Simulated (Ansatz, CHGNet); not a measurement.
Elastic constant C44 of fluorite CeO2: levels of theory against measurement

Reference value: 60 GPa (measured, temperature not stated, no zero-point or thermal correction; as tabulated in Atomistic and experimental study on thermal conductivity of bulk and porous …).

Task: Put these levels in order of the elastic constant C44 that they give for fluorite CeO2, smallest first: CHGNet 0.3.0, Hartree–Fock (Ansatz, a program for electronic structure), LC-ωPBE (Ansatz), LDA (Ansatz), r²SCAN (Ansatz).

Result: CHGNet 0.3.0 (34.2 GPa), LC-ωPBE (50.1 GPa), r²SCAN (55.3 GPa), LDA (67.6 GPa), Hartree–Fock (78.6 GPa)

Unless a cell is named, each level is at its own relaxed cell (CHGNet 0.3.0 13.61, LDA 12.82, r²SCAN 13.39, LC-ωPBE 12.99, Hartree–Fock 13.50 Å³/atom).

Differences against the reference: CHGNet 0.3.0 -43 %, LDA +12.7 %, r²SCAN -7.8 %, LC-ωPBE -16.5 %, Hartree–Fock +31 %.

The reference isn't brought to a static lattice, while the calculations are for one, so the differences are not the levels' errors alone. A static lattice is as a rule stiffer than a warm one, by over a tenth in soft solids. The crystal itself was run without spin with LC-ωPBE, LDA, r²SCAN, Hartree–Fock; a magnetic state was not tried in these runs. Each level is taken at its own relaxed cell. Cutoffs differ between the levels. Ansatz's density-functional and Hartree–Fock values are scalar-relativistic unless marked +SOC, with PAW data made under PBE.

Machine-learned potentials (CHGNet 0.3.0) are trained on DFT data: a solid inside that data is no test of them.

Differences are worked out from the printed values.
